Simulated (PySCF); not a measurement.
Spectra and structures to be paired. Level of theory: TDDFT CAM-B3LYP/def2-SVPD, vertical, gas phase, core orbitals frozen in the response in PySCF 2.14.0, density-fitted response routines. Geometries: PBE0-D3(BJ)/def2-SVP; one conformer of each isolated species. Triplets are in the Tamm–Dancoff approximation.

A. `[H][Si]([H])(C#C)C#C`
B. `[C@@H]1(C(=CC=C1)C)C(=O)C`
C. `C[C@@H](O)C1=CC=CC=C1`
D. `C#C[C@@H](CC)C(=O)C=C`
E. `FC1=CC=CC(F)=C1F`

Lowest singlet levels (six at most, fewer where fewer were computed) with oscillator strengths:

1. 3.87 eV (f 0.001); 5.87 eV (f 0.072); 5.95 eV (f 0.229); 6.28 eV (f 0.020); 6.49 eV (f 0.001); 6.81 eV (f 0.002)
2. 5.94 eV (f 0.000); 5.94 eV (f 0.000); 6.16 eV (f 0.000); 6.18 eV (f 0.002); 6.23 eV (f 0.003); 6.29 eV (f 0.001); T1 4.88 eV
3. 5.45 eV (f 0.000); 6.19 eV (f 0.000); 6.66 eV (f 0.006); 6.84 eV (f 0.000); 7.09 eV (f 0.574); 7.13 eV (f 0.605); T1 4.07 eV
4. 5.41 eV (f 0.001); 6.06 eV (f 0.027); 6.83 eV (f 0.411); 6.93 eV (f 0.419); 7.10 eV (f 0.210); 7.18 eV (f 0.074); T1 4.06 eV
5. 4.45 eV (f 0.002); 4.80 eV (f 0.087); 5.45 eV (f 0.029); 6.01 eV (f 0.086); 6.29 eV (f 0.003); 6.89 eV (f 0.008); T1 2.94 eV

Task: Which spectrum belongs to which structure?

Result: 1 = D, 2 = A, 3 = E, 4 = C, 5 = B.
- A: S1 at 5.94 eV, HOMO-2→LUMO (30%), HOMO-1→LUMO+1 (29%), HOMO→LUMO+2 (15%); Löwdin shares by element: HOMO carbon 74% (atoms not listed hold the other 26%); LUMO (one of a set within 0.03 eV) carbon 50% or more, silicon 20% (atoms not listed hold the other 30%); HOMO -9.55 and LUMO 0.63 eV; point group C2v, 3 of its 6 listed states under f = 0.0005.
- B: S1 at 4.45 eV, HOMO-1→LUMO+1 (67%), HOMO-1→LUMO (26%); Löwdin shares by element: HOMO carbon 80% or more (atoms not listed hold the other 21%); LUMO carbon 59% or more (atoms not listed hold the other 41%); HOMO -7.74 and LUMO 0.07 eV.
- C: S1 at 5.41 eV, HOMO→LUMO+1 (38%), HOMO-1→LUMO (30%), HOMO→LUMO (16%); Löwdin shares by element: HOMO carbon 66% or more (atoms not listed hold the other 34%); LUMO carbon 61% or more (atoms not listed hold the other 39%); HOMO -8.35 and LUMO 0.65 eV.
- D: S1 at 3.87 eV, HOMO→LUMO (81%), HOMO-3→LUMO (11%); Löwdin shares by element: HOMO oxygen 39%, carbon 37% or more (atoms not listed hold the other 25%); LUMO carbon 64% or more, oxygen 19% (atoms not listed hold the other 18%); HOMO -8.76 and LUMO -0.72 eV.
- E: S1 at 5.45 eV, HOMO→LUMO+1 (50%), HOMO-1→LUMO (50%); Löwdin shares by element: HOMO carbon 54% or more, fluorine 12% or more (atoms not listed hold the other 35%); LUMO (one of a set within 0.03 eV) carbon 68% or more (atoms not listed hold the other 32%); HOMO -8.93 and LUMO 0.33 eV; point group C2v, 3 of its 6 listed states under f = 0.0005.
C and E have S1 within 0.05 eV of each other; their strongest listed levels stand at 6.93 eV (f 0.419) and 7.13 eV (f 0.605).
